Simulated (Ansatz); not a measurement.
Relaxation of CH3OSi (6 atoms, charge 0, multiplicity 2), to a largest force component of 0.02 eV/Å in at most 50 steps.

The calculation used UKS PBE0-D4/def2-SVP in Ansatz 0.2.0.

```xyz
6
Properties=species:S:1:pos:R:3:forces:R:3
O -0.406 -1.674 0.916 0.16 0.69 -0.67
C -0.243 -0.939 -0.057 -0.23 -0.98 1.10
Si 0.220 0.844 0.059 -0.08 -0.30 -0.09
H -0.378 -1.353 -1.078 -0.02 -0.03 -0.42
H 0.382 1.607 -1.165 0.08 0.36 -0.56
H 0.424 1.515 1.326 0.08 0.27 0.63
```

**Question.** Where does it end, and by what steps?

**Answer.** It converged. The force dipped under the threshold on the way, but the program's further checks kept it going. After 18 steps the energy has fallen by 0.106 eV; Si3 moved furthest, 0.33 Å.

```
step  energy less start (eV)  largest force component (eV/Å)  accepted
   0                  0.0000                           1.099       yes
   1                 -0.0353                           0.565       yes
   2                 -0.0366                           0.372       yes
   3                 -0.0429                           0.014       yes
   4                 -0.0430                           0.010       yes
   5                 -0.0430                           0.005       yes
   6                 -0.0430                           0.005       yes
   7                 -0.0430                           0.005       yes
   8                 -0.0430                           0.009       yes
   9                 -0.0182                           1.273        no
  10                 -0.0432                           0.037       yes
  11                 -0.0520                           0.274       yes
  12                 -0.0561                           0.883       yes
  13                 -0.0152                           1.527        no
  14                 -0.0845                           0.709       yes
  15                 -0.1027                           0.283       yes
  16                 -0.1050                           0.140       yes
  17                 -0.1056                           0.021       yes
  18                 -0.1056                           0.004       yes
```

```xyz
6
Properties=species:S:1:pos:R:3
O -0.477 -1.595 0.931
C -0.217 -0.949 -0.056
Si 0.542 0.795 0.028
H -0.392 -1.374 -1.083
H 0.220 1.647 -1.156
H 0.324 1.476 1.336
```

Time of the run: 25 s on 1 thread of Intel(R) Xeon(R) 6975P-C (Granite Rapids), with other jobs on the host, peak memory 0.16 GiB.
